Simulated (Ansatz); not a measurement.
**BH3 (triplet): wave-function methods side by side, cc-pVDZ**

How much of the correlation energy of BH3 (triplet) does each wave-function method recover here?

Computed with Ansatz 0.2.0, Gaussian basis. Level: cc-pVDZ, core rule «outside noble gas», up to 1 orbitals frozen.

The runs, in order: UHF; CCSD(T) on ROHF; CCSD(T) on UHF; BCCD(T) on ROHF; CISD; CCSDT(Q) on ROHF; CCSDT(Q) on UHF; CISDTQ; CASSCF and MRCISD+Q, 6 electrons in 7 orbitals; CASSCF and NEVPT2, 6 electrons in 7 orbitals; Full CI.

21 further runs of the same task are left out: 5 for a known fault of the program, 8 that didn't finish, 8 set aside as unsound or not needed.

### Step 1. The geometry

The geometry is a PBE0/def2-TZVP stationary point (not a proven minimum) of the parent state, kept for this charge and spin.

4 atoms, charge 0, spin multiplicity 3.

Atoms are counted from 1 here; the program's logs count them from 0.

Bond lengths: B1–H2 1.193 Å, B1–H3 1.193 Å, B1–H4 1.193 Å. Angles: H2–B1–H3 120.0°, H2–B1–H4 120.0°, H3–B1–H4 120.0°.

### Step 2. UHF

in.yaml reads:

```yaml
crystal:
  periodic: [false, false, false]
  atoms:
    - {symbol: B, position_ang: [0.000000, 0.000000, 0.000000]}
    - {symbol: H, position_ang: [1.193377, 0.014556, -0.000258]}
    - {symbol: H, position_ang: [-0.609294, 1.026213, -0.002837]}
    - {symbol: H, position_ang: [-0.584082, -1.040768, 0.003095]}
basis:
  gaussian: {orbitals: cc-pVDZ}
magnetization: {spin_polarized: true, initial_magnetization: 2}
hamiltonian: {xc: hf}
output: {orbitals: {seedname: orbitals}}
```

The run is started by

```console
$ ansatz run in.yaml --threads 1 --pin off --events-out ev --progress --plain --max-ram 2393MiB
```

The runs that follow: CCSD(T) on ROHF; CCSD(T) on UHF; BCCD(T) on ROHF; CISD; CCSDT(Q) on ROHF; CCSDT(Q) on UHF; CISDTQ; CASSCF and MRCISD+Q, 6 electrons in 7 orbitals; CASSCF and NEVPT2, 6 electrons in 7 orbitals; Full CI.

**Question.** What will the summary of the whole plan be? Wanted: FCI below the RHF energy; RMP2 from FCI; UMP2 from FCI; RCCSD from FCI; RCCSD(T) from FCI; UCCSD(T) from FCI; RCCSDT(Q) from FCI; UCCSDT(Q) from FCI; NEVPT2 valence from FCI.

The runs gave:

| quantity | value |
| --- | --- |
| FCI below the RHF energy | -3.1849 eV |
| RMP2 from FCI | +16.72 kcal/mol |
| UMP2 from FCI | +17.40 kcal/mol |
| RCCSD from FCI | +1.97 kcal/mol |
| RCCSD(T) from FCI | +0.43 kcal/mol |
| UCCSD(T) from FCI | +0.41 kcal/mol |
| RCCSDT(Q) from FCI | +0.01 kcal/mol |
| UCCSDT(Q) from FCI | -0.01 kcal/mol |
| NEVPT2 valence from FCI | +11.42 kcal/mol |
| MRCISD+Q valence from FCI | +0.19 kcal/mol |
| levels within 1 kcal/mol (43 meV) | RCCSD(T), UCCSD(T), BCCD(T), RCCSDT, UCCSDT, CISDTQ, RCCSDT(Q), UCCSDT(Q), MRCISD+Q valence |
| T1 diagnostic | 0.020 |
| effectively unpaired electrons | 2.03 |

**Reading.** RCCSD(T) lands +0.43 kcal/mol from the yardstick (0.6 % of the correlation energy). One determinant dominates. Of the multireference levels listed MRCISD+Q valence comes nearest in total energy (+0.19 kcal/mol), which doesn't show that its space is the better one. Coupled cluster took another determinant than the lowest Hartree-Fock one. These misses are within one basis, not against nature; the frozen cores of restricted and unrestricted runs differ, which can shift their rows.
